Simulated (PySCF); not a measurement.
# Scan of PH4⁺, singlet

Starting geometry (PBE0/def2-TZVP stationary point for this spin, not checked as a minimum):

```xyz
5

P     0.0000    0.0000    0.0000
H     0.8072    0.8103    0.8085
H    -0.8110   -0.8062    0.8088
H    -0.8063    0.8070   -0.8126
H     0.8101   -0.8111   -0.8047
```

From there all distances are scaled together; atoms are numbered as listed. Energies are in kcal/mol, counted from the starting geometry at the same level. Kohn–Sham curves keep the symmetry of the cluster determinant, unrestricted for open shells and where UHF breaks spin symmetry.

Basis 6-31G; PySCF 2.14.0. Only valence electrons are correlated (noble-gas cores frozen). Prefix R: restricted or restricted open-shell reference; prefix U: unrestricted.

Unrestricted rows (U, and Kohn–Sham where it breaks symmetry) aren't spin-pure: their determinants' ⟨S²⟩ exceeds S(S+1) by up to 2.96, so they mix in states of higher spin. The determinant for coupled cluster was chosen by trial CCSD, here up to 1.13 eV above the lowest Hartree–Fock solution of its kind, and MP2 stands on that determinant too. A value is left out where its run failed or describes another state than the reference as far as symmetry and spin tell, or, spin-broken singlets apart, can't be checked.

Full CI is exact within this basis and frozen core; it isn't the basis-set limit. The frozen core follows each run's orbitals, which can shift R against U totals by a few meV.

```csv
scale of all distances,full CI,curve A,curve B,curve C,curve D
0.893,38.5,38.5,36.0,36.0,35.8
1.000,0.0,0.0,0.0,0.0,0.0
1.109,13.1,13.1,16.4,16.4,16.0
1.310,85.5,85.5,97.2,97.2,95.3
1.530,167.2,167.4,215.0,193.0,189.2
1.721,218.7,219.1,257.2,261.4,249.3
1.993,259.3,260.4,–,328.8,289.1
```

Q: The curves come from RCCSDT(Q), RMP2, UMP2, r2SCAN. Compare each with full CI and say which is which.

A: A: RCCSDT(Q), B: UMP2, C: RMP2, D: r2SCAN. Spread of the error against full CI, over the points where both stand: A 1.1, B 50.3, C 72.0, D 33.3 kcal/mol. r2SCAN at 1.993 lies 29.8 kcal/mol (11 %) above the reference in this basis.

In so small a basis the reference is far from its limit while semilocal and hybrid functionals are nearer theirs, so the functionals' errors here hold much of the reference's basis and frozen-core error, which can add to them or hide them.
